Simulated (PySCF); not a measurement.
Does the answer move with the share of exact exchange?

Compound: C5H7Cl.
InChI=1S/C5H7Cl/c1-5(2)3-4-6/h3-4H,1H2,2H3/b4-3+

Torsions of this conformer, `[CH2:1]=[C:2]([CH3:3])/[CH:4]=[CH:5]/[Cl:6]`: C1–C2–C4–C5 180°.

PySCF, pcSseg-1 basis, density fitting, gas phase, PBE0-D3(BJ)/def2-SVP geometry. One functional is left out:

```
functional  exact exchange (%)  HOMO energy (eV)  LUMO energy (eV)  dipole moment (D)
     B97-D                   0             -5.61             -1.87              1.608
      BLYP                   0             -5.49             -1.79              1.535
      BP86                   0             -5.78             -2.07              1.603
       LDA                   0             -5.86             -2.19              1.605
      OPBE                   0             -5.65             -1.88              1.618
       PBE                   0             -5.67             -1.96              1.569
     B3LYP                  20             -6.47             -1.26              1.681
      PBE0                  25             -6.70             -1.09              1.741
```

Q: Predict the row of mPW1PW91 (25 % exact exchange) by straight lines through the other rows, and check it.

A: 
| property | line | computed | computed − line | PBE0 (25 %), for comparison |
| --- | --- | --- | --- | --- |
| HOMO energy (eV) | -6.69 | -6.72 | -0.03 | -6.70 |
| LUMO energy (eV) | -1.09 | -1.10 | -0.01 | -1.09 |
| dipole moment (D) | 1.727 | 1.753 | +0.026 | 1.741 |

Q: Which of these properties follows the share of exact exchange most closely, and which least?

A: Most closely the HOMO energy, least the dipole moment; the correlations over the tabulated rows are HOMO energy -0.968, LUMO energy 0.947, dipole moment 0.900. The HOMO energy moves by -0.405 eV for every 10 %. Functionals with the same share still differ in their other parts: at 0 % BLYP and LDA differ by 0.37 eV in it.
